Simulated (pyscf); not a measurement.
PySCF, gas phase, ωB97X-D3(BJ)/def2-SVP geometries.

Estimate by transition-state theory (the high-pressure limit) the rate constant of •H₂C–CH(CH₃)–Cl (SMILES [CH2]C(C)Cl) → H₃C–C•(CH₃)–Cl (SMILES C[C](C)Cl) (doublet surface; C–H broken, C–H formed) at 1200 K, with ωB97M-D3(BJ)/def2-TZVP energies (ideal gas, 1 atm, RRHO with modes under 100 cm⁻¹ raised to 100, one conformer, R ln 2 for rigid chiral ones; no tunnelling).

The electronic barrier is 41.1 kcal/mol and the thermal terms add -1.3, so ΔG‡ = 39.9 kcal/mol. With k_BT/h = 2.50e+13 s⁻¹ and RT = 2.385 kcal/mol, k = 1.4e+06 s⁻¹. Wigner's tunnelling factor for 2034i cm⁻¹ would be 1.25. A shift of 1 kcal/mol in the barrier changes k by a factor 1.5. The same reactants have a lower exit, to H₂C=CH–CH₃ + Cl• (no saddle counted: cutting one bond, which may have a small barrier of its own, costs +19.8 kcal/mol at ωB97M-D3(BJ), against +41.1 kcal/mol here). This is the saddle that the search found; another between the same sides may lie lower.
